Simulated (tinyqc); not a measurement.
Inside a calculation (part 2 of 2). Method: coupled-perturbed Hartree-Fock on RHF in the sto-3g basis, for H3O+, spin multiplicity 1. Computed by tinyqc, a small Python program that keeps every step (integrals from PySCF). Command: `OMP_NUM_THREADS=1 python tinyqc.py 22792 22793 out.jsonl` (the two numbers bound the seeds that draw the settings). One thread of a shared host (Intel(R) Xeon(R) Processor @ 2.60GHz), about 0.2 s of CPU time with the checks.

Geometry (angstrom):
```
atom          x          y         z
O      0.000000   0.000000  0.128000
H      1.095000   0.000000  0.000000
H     -0.547000   0.948000  0.000000
H     -0.547000  -0.948000  0.000000
```

## Integrals over molecular orbitals

coefficients C:
```
              MO1        MO2        MO3        MO4        MO5        MO6        MO7        MO8
1O 1s    0.994247  -0.241831   0.000000  -0.000032  -0.023823  -0.152339  -0.000156   0.000000
1O 2s    0.025404   0.894581   0.000000   0.000186   0.117447   0.906510   0.001063   0.000000
1O 2px  -0.000002  -0.000073   0.000000   0.693655  -0.000068   0.000689  -0.875798   0.000000
1O 2py   0.000000   0.000000   0.693563   0.000000   0.000000   0.000000   0.000000   0.876111
1O 2pz  -0.000902  -0.036978   0.000000   0.000070   0.990110  -0.154870  -0.000174   0.000000
2H 1s   -0.004177   0.100611   0.000000   0.418167  -0.045851  -0.626828   0.890478   0.000000
3H 1s   -0.004181   0.100715   0.362090  -0.209017  -0.045823  -0.626000  -0.446082  -0.771831
4H 1s   -0.004181   0.100715  -0.362090  -0.209017  -0.045823  -0.626000  -0.446082   0.771831
```

core Hamiltonian H = T + V (hartree), lower triangle:
```
             1O 1s      1O 2s     1O 2px     1O 2py     1O 2pz      2H 1s      3H 1s      4H 1s
1O 1s   -33.055690
1O 2s    -7.692047  -9.676866
1O 2px    0.000005   0.000052  -7.925472
1O 2py    0.000000   0.000000   0.000000  -7.925651
1O 2pz    0.004080   0.049881  -0.000012   0.000000  -7.796760
2H 1s    -1.250689  -3.032517  -2.221961   0.000000   0.271595  -4.785574
3H 1s    -1.252189  -3.035154   1.111231  -1.925874   0.271901  -0.904128  -4.787140
4H 1s    -1.252189  -3.035154   1.111231   1.925874   0.271901  -0.904128  -0.904339  -4.787140
```

Given earlier and not repeated: Two-electron integrals (ij|kl) in chemists' order.

(pq|rs) = sum C_ip C_jq C_kr C_ls (ij|kl), one index at a time.

one-electron integrals over orbitals h = C^T H C (hartree), lower triangle:
```
            1          2          3          4          5          6          7          8
1  -33.038510
2    0.572601  -8.026554
3    0.000000   0.000000  -6.765211
4    0.000075  -0.000025   0.000000  -6.764896
5    0.051429  -0.089364   0.000000  -0.000115  -7.766859
6    0.343166  -1.372058   0.000000  -0.001962   0.290091  -4.778171
7    0.000352  -0.001455   0.000000   1.805702   0.000110   0.000398  -5.499994
8    0.000000   0.000000  -1.805661   0.000000   0.000000   0.000000   0.000000  -5.500471
```

Two-electron integrals over orbitals (pq|rs), unique and non-zero (hartree):
```
(11|11) 4.745388    (21|11) -0.432471   (21|21) 0.062186    (22|11) 1.026466
(22|21) -0.016179   (22|22) 0.718844    (31|31) 0.013507    (32|31) 0.020422
(32|32) 0.133385    (33|11) 0.837828    (33|21) -0.006416   (33|22) 0.639960
(33|33) 0.637877    (41|11) -0.000058   (41|21) 0.000007    (41|22) -0.000007
(41|33) -0.002261   (41|41) 0.013509    (42|11) 0.000016    (42|21) -3.91e-06
(42|22) -0.000035   (42|33) -0.034070   (42|41) 0.020423    (42|42) 0.133345
(43|31) -0.002258   (43|32) -0.034070   (43|43) 0.041240    (44|11) 0.837828
(44|21) -0.006417   (44|22) 0.639920    (44|33) 0.555334    (44|41) 0.002265
(44|42) 0.034108    (44|44) 0.637863    (51|11) -0.042011   (51|21) 0.005056
(51|22) -0.004529   (51|33) -0.001348   (51|41) 1.43e-06    (51|42) 5.45e-07
(51|44) -0.001347   (51|51) 0.026125    (52|11) 0.026064    (52|21) -0.002528
(52|22) -0.003517   (52|33) 0.002600    (52|41) 4.21e-07    (52|42) 2.26e-06
(52|44) 0.002601    (52|51) 0.032892    (52|52) 0.151211    (53|31) 0.001231
(53|32) 0.000287    (53|43) 0.002853    (53|53) 0.031910    (54|11) 0.000026
(54|21) -8.53e-07   (54|22) 0.000011    (54|33) 0.002862    (54|41) 0.001232
(54|42) 0.000289    (54|44) -0.002845   (54|51) 4.37e-06    (54|52) 0.000016
(54|54) 0.031911    (55|11) 1.109479    (55|21) -0.012274   (55|22) 0.753581
(55|33) 0.641336    (55|41) -1.39e-06   (55|42) 0.000007    (55|44) 0.641322
(55|51) 0.004965    (55|52) 0.035983    (55|54) 0.000020    (55|55) 0.876197
(61|11) -0.271279   (61|21) 0.039434    (61|22) -0.009985   (61|33) -0.004098
(61|41) 0.000018    (61|42) 0.000017    (61|44) -0.004095   (61|51) 0.000085
(61|52) -0.005466   (61|54) 1.90e-07    (61|55) -0.008144   (61|61) 0.025398
(62|11) 0.314328    (62|21) -0.010162   (62|22) 0.134026    (62|33) 0.090110
(62|41) 0.000012    (62|42) 0.000066    (62|44) 0.090125    (62|51) -0.005463
(62|52) -0.011315   (62|54) 0.000008    (62|55) 0.161250    (62|61) -0.005746
(62|62) 0.068578    (63|31) 0.005953    (63|32) -0.014857   (63|43) 0.028981
(63|53) 0.003808    (63|63) 0.059192    (64|11) 0.000395    (64|21) -0.000008
(64|22) 0.000205    (64|33) 0.029130    (64|41) 0.005954    (64|42) -0.014862
(64|44) -0.028850   (64|51) -1.25e-07   (64|52) 0.000014    (64|54) 0.003815
(64|55) 0.000222    (64|61) 6.60e-07    (64|62) 0.000103    (64|64) 0.059272
(65|11) -0.058817   (65|21) -0.000044   (65|22) -0.034575   (65|33) -0.019231
(65|41) 2.42e-06    (65|42) 0.000014    (65|44) -0.019219   (65|51) 0.017498
(65|52) 0.063879    (65|54) 0.000028    (65|55) -0.030014   (65|61) -0.002134
(65|62) -0.022889   (65|64) -0.000026   (65|65) 0.036333    (66|11) 0.598311
(66|21) -0.006644   (66|22) 0.484077    (66|33) 0.473115    (66|41) 0.000019
(66|42) 0.000153    (66|44) 0.473240    (66|51) -0.006311   (66|52) -0.023045
(66|54) -0.000013   (66|55) 0.480176    (66|61) -0.003395   (66|62) 0.032079
(66|64) -0.000048   (66|65) -0.015787   (66|66) 0.441912    (71|11) -0.000280
(71|21) 0.000042    (71|22) -4.62e-06   (71|33) 0.002228    (71|41) -0.015292
(71|42) -0.022035   (71|44) -0.002242   (71|51) 1.33e-06    (71|52) -3.78e-06
(71|54) -0.001403   (71|55) -0.000008   (71|61) 0.000012    (71|62) -0.000020
(71|64) -0.006408   (71|65) -3.53e-06   (71|66) -0.000026   (71|71) 0.017335
(72|11) 0.000344    (72|21) -0.000009   (72|22) 0.000152    (72|33) -0.008769
(72|41) -0.015289   (72|42) -0.056307   (72|44) 0.008941    (72|51) -4.00e-06
(72|52) -2.75e-06   (72|54) -0.006518   (72|55) 0.000171    (72|61) -0.000020
(72|62) 0.000031    (72|64) -0.035376   (72|65) -0.000024   (72|66) 0.000013
(72|71) 0.016596    (72|72) 0.056195    (73|31) -0.002403   (73|32) -0.035705
(73|43) 0.005969    (73|53) 0.003072    (73|63) 0.028945    (73|73) 0.033521
(74|11) -0.376042   (74|21) 0.007042    (74|22) -0.176803   (74|33) -0.133315
(74|41) 0.002414    (74|42) 0.035667    (74|44) -0.121438   (74|51) -0.000126
(74|52) -0.014031   (74|54) -0.003076   (74|55) -0.200257   (74|61) 0.004480
(74|62) -0.084194   (74|64) -0.029028   (74|65) 0.015630    (74|66) -0.033166
(74|71) -0.002859   (74|72) -0.000142   (74|74) 0.151223    (75|11) -0.000023
(75|21) -3.57e-07   (75|22) -0.000012   (75|33) 0.005217    (75|41) -0.002175
(75|42) -0.014261   (75|44) -0.005237   (75|51) 0.000018    (75|52) 0.000067
(75|54) -0.022940   (75|55) -0.000005   (75|61) -4.54e-06   (75|62) -0.000021
(75|64) 0.007454    (75|65) 0.000015    (75|66) -0.000032   (75|71) 0.002441
(75|72) 0.004397    (75|74) -0.005677   (75|75) 0.022335    (76|11) -0.000083
(76|21) 1.03e-06    (76|22) -3.63e-06   (76|33) 0.045960    (76|41) -0.011990
(76|42) -0.097091   (76|44) -0.046050   (76|51) -4.64e-06   (76|52) -0.000019
(76|54) 0.007473    (76|55) -0.000035   (76|61) -0.000011   (76|62) -0.000046
(76|64) 0.059124    (76|65) -0.000020   (76|66) -0.000204   (76|71) 0.013306
(76|72) 0.007981    (76|74) -0.051196   (76|75) 0.012870    (76|76) 0.126204
(77|11) 0.772902    (77|21) -0.007889   (77|22) 0.567657    (77|33) 0.502866
(77|41) 0.000488    (77|42) 0.029410    (77|44) 0.578431    (77|51) -0.000921
(77|52) 0.002386    (77|54) -0.004855   (77|55) 0.569978    (77|61) -0.004762
(77|62) 0.066538    (77|64) -0.044580   (77|65) -0.012178   (77|66) 0.462449
(77|71) -0.000528   (77|72) 0.018730    (77|74) -0.071242   (77|75) -0.006172
(77|76) -0.062026   (77|77) 0.562703    (81|31) 0.015295    (81|32) 0.022042
(81|43) -0.002230   (81|53) 0.001403    (81|63) 0.006410    (81|73) -0.002853
(81|81) 0.017344    (82|31) 0.015288    (82|32) 0.056288    (82|43) 0.008868
(82|53) 0.006518    (82|63) 0.035377    (82|73) 0.000012    (82|81) 0.016601
(82|82) 0.056198    (83|11) 0.376055    (83|21) -0.007044   (83|22) 0.176770
(83|33) 0.121422    (83|41) 0.002407    (83|42) 0.035682    (83|44) 0.133341
(83|51) 0.000126    (83|52) 0.014032    (83|54) -0.003060   (83|55) 0.200247
(83|61) -0.004476   (83|62) 0.084207    (83|64) -0.028813   (83|65) -0.015616
(83|66) 0.033326    (83|71) -0.002863   (83|72) 0.000064    (83|74) -0.085929
(83|75) -0.005692   (83|76) -0.051284   (83|77) 0.106092    (83|83) 0.151244
(84|31) 0.002411    (84|32) 0.035694    (84|43) -0.005939   (84|53) -0.003065
(84|63) -0.028883   (84|73) -0.031892   (84|81) 0.002862    (84|82) 0.000028
(84|84) 0.033466    (85|31) 0.002175    (85|32) 0.014264    (85|43) -0.005219
(85|53) 0.022942    (85|63) -0.007445   (85|73) -0.005691   (85|81) 0.002442
(85|82) 0.004398    (85|84) 0.005686    (85|85) 0.022339    (86|31) 0.011990
(86|32) 0.097084    (86|43) -0.045907   (86|53) -0.007463   (86|63) -0.058994
(86|73) -0.051283   (86|81) 0.013311    (86|82) 0.008000    (86|84) 0.051227
(86|85) 0.012858    (86|86) 0.126015    (87|31) 0.000524    (87|32) 0.029676
(87|43) -0.037883   (87|53) -0.004872   (87|63) -0.044785   (87|73) -0.017593
(87|81) 0.000561    (87|82) -0.018631   (87|84) 0.017546    (87|85) 0.006197
(87|86) 0.062217    (87|87) 0.048544    (88|11) 0.773083    (88|21) -0.007894
(88|22) 0.567757    (88|33) 0.578562    (88|41) -0.000512   (88|42) -0.029567
(88|44) 0.502826    (88|51) -0.000921   (88|52) 0.002392    (88|54) 0.004874
(88|55) 0.570066    (88|61) -0.004766   (88|62) 0.066573    (88|64) 0.044858
(88|65) -0.012199   (88|66) 0.462277    (88|71) 0.000542    (88|72) -0.018570
(88|74) -0.106186   (88|75) 0.006184    (88|76) 0.062164    (88|77) 0.466124
(88|83) 0.071191    (88|88) 0.562969
```

## Response to a field: uncoupled start

orbital energies (hartree): MO1 -20.785247, MO2 -1.667983, MO3 -0.998460, MO4 -0.998231, MO5 -0.840383, MO6 -0.009107, MO7 0.203063, MO8 0.203526

dipole integrals <a|y|i> (bohr):
```
          i1         i2         i3        i4        i5
a6  0.000000   0.000000  -0.799185  0.000000  0.000000
a7  0.000000   0.000000  -0.553760  0.000000  0.000000
a8  0.051526  -0.097387   0.000000  0.552973  0.147161
```

Field along y; U_ai = -mu_ai / (e_a - e_i), alpha = -4 sum U_ai mu_ai.

uncoupled U:
```
           i1        i2        i3         i4         i5
a6   0.000000  0.000000  0.807785   0.000000   0.000000
a7   0.000000  0.000000  0.460881   0.000000   0.000000
a8  -0.002455  0.052037  0.000000  -0.460137  -0.140971
```

uncoupled polarisability = 4.724680 bohr^3

## Coupled step 1

U_ai = -(mu_ai + sum_bj [4 (ai|bj) - (ab|ij) - (aj|bi)] U_bj) / (e_a - e_i); alpha = -4 sum U_ai mu_ai.

U after step 1:
```
           i1        i2        i3         i4         i5
a6   0.000000  0.000000  1.012245   0.000000   0.000000
a7   0.000000  0.000000  0.586114   0.000000   0.000000
a8  -0.002926  0.095798  0.000000  -0.585183  -0.193479
```

polarisability = 5.980321 bohr^3

## Coupled step 2

As before.

U after step 2:
```
           i1        i2        i3         i4         i5
a6   0.000000  0.000000  1.064401   0.000000   0.000000
a7   0.000000  0.000000  0.621243   0.000000   0.000000
a8  -0.003110  0.113763  0.000000  -0.620265  -0.214995
```

polarisability = 6.322164 bohr^3

## Coupled polarisability

Repeat until U stops changing; compare with -d2E/dF2.

Course of the coupled iterations:
```
step  alpha (bohr^3)
0           4.724680
1           5.980321
2           6.322164
3           6.417207
4           6.444172
5           6.451994
6           6.454325
7           6.455045
8           6.455278
9           6.455358
10          6.455387
11          6.455398
12          6.455403
13          6.455405
14          6.455406
15          6.455406
16          6.455406
17          6.455406
18          6.455406
19          6.455406
20          6.455406
21          6.455406
22          6.455406
```

coupled polarisability = 6.455406 bohr^3

finite-field check, fields of +/-0.001 au = 6.455406 bohr^3
